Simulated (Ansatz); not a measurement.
SrPb: computed properties

Theory: DFT r2SCAN, scalar-relativistic, plane waves, PAW in Ansatz 0.2.0.

Cutoff 500 eV; k points 10×10×10 on the computed 4-atom cell (Γ-centred); Gaussian smearing, width 0.10 eV; no spin polarisation.

The structure is relaxed at this level of theory with its symmetry kept. Whether it is the stable form of this composition wasn't checked.

```cif
data_structure
_symmetry_space_group_name_H-M 'Cmcm'
_symmetry_Int_Tables_number 63
_cell_length_a 5.1139
_cell_length_b 12.2437
_cell_length_c 4.6661
_cell_angle_alpha 90.000
_cell_angle_beta 90.000
_cell_angle_gamma 90.000
_cell_volume 292.16
loop_
_atom_site_label
_atom_site_type_symbol
_atom_site_symmetry_multiplicity
_atom_site_Wyckoff_symbol
_atom_site_fract_x
_atom_site_fract_y
_atom_site_fract_z
_atom_site_occupancy
Sr1 Sr 4 c 0.00000 0.13255 0.75000 1
Pb1 Pb 4 c 0.00000 0.41562 0.75000 1
```

| Property | Result |
| --- | --- |
| Space group | Cmcm (No. 63) |
| Volume per atom | 36.52 Å³ |
| Formation energy from the elements' standard states (uncorrected) | -0.727 eV/atom |
| Generalised Kohn–Sham band gap | none (metal) |
| Density of states at the Fermi level | 1.31 states/eV per cell |
| Bader charges (e) | Sr (2 in the cell) 1.33, Pb (2 in the cell) -1.33 |

Spin-orbit coupling is left out, which matters for the bands of heavy elements.

Cost: 1 run of about 5.9 core-minutes, on Arm Neoverse V2 (shared hosts).